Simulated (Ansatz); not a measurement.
Compare A (`CC1(C)C=N1`) with its isomer B (`C=CC(=C)N`).

Isolated molecules relaxed with PBE0-D4/def2-TZVP in Ansatz; ΔE leaves out vibrations. CBS: MP2 limit from def2 TZ/QZ plus the TZ coupled-cluster correction, frozen cores. DFT in def2-TZVPP. B3LYP here is the variant with VWN-RPA as its local correlation; programs differ in this. Each species was taken in one conformer, which may not be the lowest.

Task: Which is lower in electronic energy at CCSD(T)/CBS, and by how much? (Estimate.)

Result: The calculation gave: B, by 22.1 kcal/mol.

Task: Give E(B) − E(A) in kcal/mol with MP2/def2-TZVPP, ωB97M-V, HF/def2-TZVPP, B2PLYP, B3LYP, PBE-D4, r2SCAN-D4. (Best estimate.)

Result: Ansatz gave: MP2/def2-TZVPP -18.9, ωB97M-V -21.2, HF/def2-TZVPP -25.8, B2PLYP -23.5, B3LYP -25.8, PBE-D4 -22.2, r2SCAN-D4 -23.3. None reverses the order clearly.

Largest T1 diagnostic: 0.012.

In def2-TZVPP, CCSD(T) changes the Hartree–Fock value by +4.8 kcal/mol (the triples alone add +0.1 kcal/mol) and MP2 by +6.9 kcal/mol.
